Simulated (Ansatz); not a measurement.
**ClH₂OSi+ (SMILES O[SiH+]Cl): single points off equilibrium**

An exercise on one series of results from a longer session: the logs are not shown, and one member is left open.

Method: single points in def2-TZVPP; program: Ansatz 0.2.0, Gaussian basis.

Correlated methods freeze the cores.

### Where the work starts

SMILES `O[SiH+]Cl`, 5 atoms, charge 1, spin multiplicity 1.

Atoms are counted from 1 here; the program's logs count them from 0.

Bond lengths: O1–Si2 1.587 Å, O1–H4 1.041 Å, Si2–Cl3 1.803 Å, Si2–H5 1.513 Å. Angles: Si2–O1–H4 143.7°, O1–Si2–Cl3 129.1°, O1–Si2–H5 92.4°, Cl3–Si2–H5 137.7°.

Coordinates:

```xyz
5
charge 1, multiplicity 1
O    -0.8055   -0.3316   -0.5726
Si    0.2688    0.3509    0.3748
Cl    1.5893   -0.4150    1.3334
H    -1.1536   -1.2476   -0.9231
H    -0.1352    1.7422   -0.0626
```

Set-up of the first run:

File run/in.yaml:

```yaml
crystal:
  periodic: [false, false, false]
  atoms:
    - {symbol: O, position_ang: [-0.805500, -0.331600, -0.572600]}
    - {symbol: Si, position_ang: [0.268800, 0.350900, 0.374800]}
    - {symbol: Cl, position_ang: [1.589300, -0.415000, 1.333400]}
    - {symbol: H, position_ang: [-1.153600, -1.247600, -0.923100]}
    - {symbol: H, position_ang: [-0.135200, 1.742200, -0.062600]}
basis:
  gaussian: {orbitals: def2-TZVPP}
total_charge: 1
correlation: {method: ccsd_t}
output: {forces: true}
```

No record of the launch command was kept for these runs.

Steps of the session up to this table: CCSD(T)/def2-TZVPP; PBE0-D4/def2-TZVPP; wB97M-V/def2-TZVPP; r2SCAN-D4/def2-TZVPP; PBE-D4/def2-TZVPP; CAM-B3LYP-D4/def2-TZVPP; LC-wPBE/def2-TZVPP.

One of the session's tables, all rows but one given; the rest of the session is left out.

```
      method  RMS force component (eV/Å)  angle to CCSD(T) forces (°)
     CCSD(T)                       2.769                    reference
     PBE0-D4                       2.684                          1.7
     wB97M-V                           ?                            ?
   r2SCAN-D4                       2.682                          0.8
      PBE-D4                       2.633                          4.3
CAM-B3LYP-D4                       2.689                          2.7
     LC-wPBE                       2.649                          3.3
```

Estimate the missing values for wB97M-V.

As computed: RMS force component (eV/Å): 2.717; angle to CCSD(T) forces (°): 1.5. In the column «RMS force component (eV/Å)» it lies between CAM-B3LYP-D4 (2.689) and CCSD(T) (2.769).
